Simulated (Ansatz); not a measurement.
Born–Oppenheimer molecular dynamics of AlFH2 (4 atoms, charge 0, multiplicity 1). It starts at the highest image of a converged band. Of that band: Neighbouring images differ by up to 1.3 eV, so the band resolves the path poorly. A vibrational analysis at the climbing image gives one clearly imaginary mode, 1243i cm⁻¹: a first-order saddle point.

Theory: RKS PBE0/def2-SVP (Ansatz).

| Quantity | Value |
| --- | --- |
| ensemble | NVE (velocity Verlet) |
| time step | 0.5 fs |
| steps asked | 200 |
| starting velocities drawn for | 100 K |
| seed | 8794 |

First frame:

```xyz
4
Properties=species:S:1:pos:R:3
Al 0.244 0.000 -0.446
F 0.983 0.000 1.317
H 1.754 0.000 0.399
H -1.369 0.000 -0.339
```

**Question.** How far do the bonds stretch over the last three quarters of this one trajectory? (Pairs bonded in most of those frames.)

**Answer.** 
```csv
bond,mean (Å),spread (Å),shortest,longest
Al1–H4,1.673,0.018,1.64,1.71
F2–H3,0.927,0.019,0.90,0.96
```

Mean temperature of the second half: 1055 K. The conserved energy stayed within 0.13 meV per atom of its start (net change 0.048 meV per atom), so the integration is sound. The kinetic energy rose, since the run started high on the potential surface and went downhill. It ends in pieces (AlH + FH), so much of that is their flight and rotation, not heat. A run of 0.1 ps of so small a system gives no equilibrium averages. The orbitals stay closed-shell, which can raise the energy where a bond breaks towards radicals; this wasn't checked here.

The run took 110 s on 1 thread of Intel(R) Xeon(R) CPU @ 2.60GHz (Ice Lake), on a shared host, peak memory 0.1 GiB.
